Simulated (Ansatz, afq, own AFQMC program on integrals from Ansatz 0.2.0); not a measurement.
Integrals from Ansatz 0.2.0, then the random walk in our own AFQMC program (afq).

```yaml
crystal:
  periodic: [false, false, false]
  atoms:
    - {symbol: Al, position_ang: [0.000000, 0.000000, 0.000000]}
    - {symbol: O, position_ang: [0.000000, 0.000000, 3.062000]}
basis:
  gaussian: {orbitals: 6-31G}
magnetization: {spin_polarized: false, initial_magnetization: 1}
correlation: {method: ccsd_t, electrons: outside_noble_gas, hamiltonian_folder: ham}
```

```sh
$ ansatz run in.yaml --threads 1 --pin off --events-out ev --progress --plain --max-ram 24576MiB --backend cuda --devices 0, --max-vram 18GiB
```

Options of the walk:

```
--method phaseless --trial hf --walkers 4000 --populations 20 --least-time 40 --time-step 0.005 --steps-per-block 20 --equilibration-blocks 160 --max-blocks 4000 --target-error 0.001800 --factor-cut 1e-05 --start spin_pure --seed 7570 --taylor-order 6
```

Times are imaginary, in 1/Eh. The walk had a cap of 49 s. With eight or more populations the least sampling time is a fifth of least-time, and the error comes from their spread.

Log:

```
orbitals 16  electrons 5 4  factors 76 of 213
reference energy -316.59352058 Eh
CCSD correlation -0.15460688 Eh in 23 cycles, weight of the determinant in the CISD state 0.7877
energy of the start -316.593523 Eh
 block  time / (1/Eh)  mean weight  energy / Eh
     1     0.100  1.0002  -316.623254
     2     0.200  1.0009  -316.645031
     3     0.300  1.0011  -316.660810
     4     0.400  1.0009  -316.673610
     5     0.500  1.0008  -316.684435
    10     1.000  1.0001  -316.711979
    31     3.100  1.0001  -316.733406
    37     3.700  1.0001  -316.740369
    67     6.700  0.9997  -316.757645
    97     9.700  0.9999  -316.747133
   127    12.700  1.0000  -316.751518
   157    15.700  1.0002  -316.748248
   187    18.700  0.9995  -316.755529
   217    21.700  1.0003  -316.755992
   247    24.700  1.0002  -316.755073
   259    25.900  1.0008  -316.768575
error from the spread of 20 populations
energy -316.756050 +/- 0.001758 Eh
(rows thinned)
```

The run passed its tests (sampling time, drift between the halves within three errors, error under three times the target), which doesn't prove that it has relaxed.

Against this walk (error 47.8 meV) on the same determinant: CCSD(T) 21.3 meV higher (within the noise), CCSDT(Q) 88.5 meV lower (within the noise), CCSDTQ 46.0 meV lower (within the noise), full CI 46.3 meV lower (within the noise), a separate phaseless walk with a CISD trial and standard settings 49.9 ± 48.6 meV higher (within the noise). The error is statistical and leaves out the bias of the constraint. The determinant is a poor start (see the cautions), so the low cluster orders aren't to be relied on, and full CI is the sure value.

Cautions: constraint bias not in the error; a spin-contaminated unrestricted determinant lies lower (UHF 1.19 eV lower, ⟨S²⟩ 1.61); strong correlation (T1 0.080, weight of the determinant 0.79, largest double 0.20).

The walk took 21 s on 1 × NVIDIA H100 80GB HBM3 with 2 threads of AMD EPYC 7R13 Processor (Zen 3) (shared host) (the card was shared). The log's last line is the phaseless energy.

CCSDT and higher add their correlation energy to the determinant of the CCSD(T) run, since their own runs factorise the integrals more tightly (a shift of under 2 meV). A walk keeps the symmetry of its determinant, which the program's search chose and which needn't be the lowest solution, so a lower state of the same spin and another symmetry isn't excluded.
